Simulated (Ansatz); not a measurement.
CsCl-type TlBr, treated with PBE-D3(BJ) in Ansatz (PAW).

Numerical settings: plane-wave cutoff 500 eV, 8×8×8 k mesh, gaussian smearing 0.02 eV, scalar-relativistic PAW data made under PBE.

Computed at the level's own relaxed cell.

**Question.** Give the computed volume per atom, equilibrium lattice constant a and band gap.

**Answer.** 
volume per atom: 31.50 Å³/atom
equilibrium lattice constant a: 3.979 Å
band gap: 1.85 eV (on the SCF k mesh)

Measured, for comparison: band gap 2.68 eV (temperature not stated, not corrected to a static lattice, detector crystals, literature values; as tabulated in Piasecki et al. (2022), doi:10.1039/d1ma01259b); equilibrium volume per atom 31.62 Å³/atom, lattice constant a 3.984 Å (temperature not stated, not corrected to a static lattice; as tabulated in Du and Singh (2010), arXiv:1001.5458). Computed (rounded) less measured: equilibrium volume per atom -0.4 %, lattice constant a -0.1 %. A static lattice is as a rule a little smaller and stiffer than an uncorrected measurement, which narrows the difference in the equilibrium volume per atom and would widen misses of the other sign.

Note: a distance lies near a switch of the dispersion term, which can move the cell.

Spin–orbit coupling is not included; with these elements it can move the gap by several tenths of an eV or more.

Computed values are for the static lattice.

Ansatz is a first-principles code.
